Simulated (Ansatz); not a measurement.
**Sn2As3: from a trial structure to a relaxed crystal**

Method: Ansatz 0.2.0, DFT PBE, scalar-relativistic, plane waves, PAW. Cutoff 420 eV, Γ-centred k mesh, Gaussian smearing, no spin polarisation in the final step.

Sn2As3 was placed on the sites of a reported Zr3Ga2 cell (P4/mbm, No. 127), with Sn in place of Ga, As in place of Zr, at a guessed volume.

```yaml
crystal:
  lattice:
    - [8.11478, 0.00000, 0.00000]
    - [0.00000, 8.11478, 0.00000]
    - [0.00000, 0.00000, 4.07671]
  atoms:
    - { symbol: Sn, position: [0.38000, 0.88000, 0.00000] }
    - { symbol: Sn, position: [0.12000, 0.38000, 0.00000] }
    - { symbol: Sn, position: [0.62000, 0.12000, 0.00000] }
    - { symbol: Sn, position: [0.88000, 0.62000, 0.00000] }
    - { symbol: As, position: [0.00000, 0.00000, 0.00000] }
    - { symbol: As, position: [0.50000, 0.50000, 0.00000] }
    - { symbol: As, position: [0.18000, 0.68000, 0.50000] }
    - { symbol: As, position: [0.32000, 0.18000, 0.50000] }
    - { symbol: As, position: [0.82000, 0.32000, 0.50000] }
    - { symbol: As, position: [0.68000, 0.82000, 0.50000] }
```

Cell and atoms relax at zero pressure; the relaxation can't lower the symmetry of the start. After a coarse first stage the cell is made exact in the group found at 0.06 Å.

The zero of energy is the elements' standard structures at the same level; no fitted shifts are applied.

(1) What does it relax into?

(2) What are its volume, energy, density and gap?

Answers

(1) It keeps P4/mbm (No. 127). Conventional cell: a = 7.928 Å, c = 3.698 Å. Sn has 8 As at 2.87–3.04 Å; As on Wyckoff site a (2 atoms of the primitive cell) has 4 Sn at 2.97 Å and 10 As at 3.57–3.70 Å; around As on Wyckoff site h (4 atoms of the primitive cell) lie 2 Sn at 2.87 Å, 4 Sn at 3.04 Å, 1 As at 3.15 Å and 6 As at 3.57–3.70 Å.

```xyz
10
Lattice="7.9280 0.0000 0.0000 0.0000 7.9280 0.0000 0.0000 0.0000 3.6983" Properties=species:S:1:pos:R:3 pbc="T T T"
Sn    2.6683    6.6323    0.0000
Sn    1.2958    2.6683    0.0000
Sn    5.2598    1.2958    0.0000
Sn    6.6323    5.2598    0.0000
As    0.0000    0.0000    0.0000
As    3.9640    3.9640    0.0000
As    1.1153    5.0793    1.8492
As    2.8488    1.1153    1.8492
As    6.8128    2.8488    1.8492
As    5.0793    6.8128    1.8492
```

(2) The volume per atom is 23.25 Å³, the density is 6.60 g/cm³ and the energy over the elements is 0.32 eV/atom. The gap on the 6×6×10 mesh is 0 eV (a metal).

The final run used a 6×6×10 mesh on its 10-atom cell and 0.10 eV smearing. For metals, differences of a few meV/atom aren't resolved. Symmetry constrained the relaxation, so the result can be a saddle point.

Cost: 4 runs of about 13 core-minutes in all, on Arm Neoverse V1 (shared hosts).